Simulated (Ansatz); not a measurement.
# BGeNH⁺, triplet: reading a ladder of total energies

Geometry: that of the BGeNH, doublet, kept fixed.

```xyz
4

Ge    0.0000    0.0595    0.5059
B     0.0000    0.4513   -1.6758
N     0.0000   -0.7539   -1.1543
H     0.0000    1.3446   -2.4452
```

Basis cc-pVDZ; Ansatz 0.2.0. Correlated methods freeze the noble-gas cores and the filled d shells of p-block atoms, which leaves 12 electrons in 44 orbitals. Prefix R: restricted or restricted open-shell reference; prefix U: unrestricted. No spin–orbit coupling is included, and no scalar relativity.

Full CI isn't at hand for all of this; UCCSDT(Q) serves as the reference, and is uncertain by about the last step of the cluster series.

Runs differ by some tens of microhartree through their thresholds and, for an open shell, their frozen cores, so steps under 0.03 kcal/mol mean nothing.

```
    level  total energy (hartree)
      UHF            -2154.691570
     UMP2            -2154.957532
    UCCSD            -2154.984735
 UCCSD(T)            -2154.998520
   UCCSDT            -2154.999834
UCCSDT(Q)            -2155.001327
```

Q: What is the correlation energy at UCCSDT(Q), and what share of it do UMP2 and UCCSDT recover?

A: E(corr) = -2155.001327 − (-2154.691570) = -0.309757 hartree = -8.429 eV. UMP2: -0.265962 / -0.309757 = 85.86 %. UCCSDT: -0.308264 / -0.309757 = 99.52 %.

Q: By how many kcal/mol does UCCSD(T) miss UCCSDT(Q) (1 hartree = 627.509 kcal/mol), and which steps make up the rest?

A: -2154.998520 − (-2155.001327) = 0.002807 hartree = 1.76 kcal/mol. Steps: UCCSDT − UCCSD(T) = -0.82, UCCSDT(Q) − UCCSDT = -0.94 kcal/mol. Differences between like states or geometries often cancel part of this.
